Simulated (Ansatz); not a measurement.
Gas-phase reaction in SMILES: C(#C)C [prop-1-yne] + 4 [H][H] (H2) -> 3 C (CH4)

Wanted: energy of full hydrogenation (enthalpy at 298 K), in kcal/mol. Set-up: spin-orbit terms left out; 6-311+G** with 5d; 6-31G* and kin with 6d, 5d where marked; non-relativistic; LANL2DZ all-electron up to Ne; valence correlation only; dispersion terms only where a functional's name holds one. CBS(X,Y): correlation extrapolated as X^-3; Hartree-Fock from the larger set. [CCSD(T)-MP2]/basis is that difference in the basis named. First-principles rows: single points at B3LYP-D3(BJ) geometries (Ansatz, an electronic-structure program), with unscaled harmonic terms from B3LYP/6-31G* at its own minima.

Measured values: Active Thermochemical Tables 1.112 (ions: stationary electron), as tabulated in the package chemicals; they hold spin-orbit and core effects, anharmonicity. 

Value to compare with, the measured value: -97.9 kcal/mol.

```
level                                                          program  energy of full hydrogenation (enthalpy at 298 K) (kcal/mol)  error
-------------------------------------------------------------  -------  -----------------------------------------------------------  -----
B3LYP/STO-3G                                                    Ansatz                                                       -129.8  -31.9
B3LYP/3-21G                                                     Ansatz                                                       -106.9   -9.0
B3LYP/LANL2DZ                                                   Ansatz                                                       -110.4  -12.5
B3LYP/6-31G                                                     Ansatz                                                       -105.7   -7.8
B3LYP/6-31G*                                                    Ansatz                                                       -105.0   -7.1
B3LYP/6-31+G*                                                   Ansatz                                                       -104.4   -6.5
B3LYP/6-31G**                                                   Ansatz                                                       -104.1   -6.2
B3LYP/def2-SVP                                                  Ansatz                                                       -103.7   -5.8
B3LYP/cc-pVDZ                                                   Ansatz                                                       -102.2   -4.3
B3LYP/6-311+G**                                                 Ansatz                                                        -99.2   -1.3
B3LYP/def2-TZVPD                                                Ansatz                                                        -98.0   -0.1
RI-MP2/CBS(aug-cc-pVTZ,aug-cc-pVQZ)+[CCSD(T)-MP2]/aug-cc-pVTZ   Ansatz                                                        -97.5    0.4
```

Among the 10 habitual levels, B3LYP/STO-3G lies farthest from the measured value (-31.9 kcal/mol) and B3LYP/6-311+G** nearest (-1.3); 0 of 10 lie above it, and their mean absolute error is 9.2 kcal/mol, the median 6.8. One case shows no general order.

The sets are all those run for this method; runs whose electronic state is in doubt are left out.
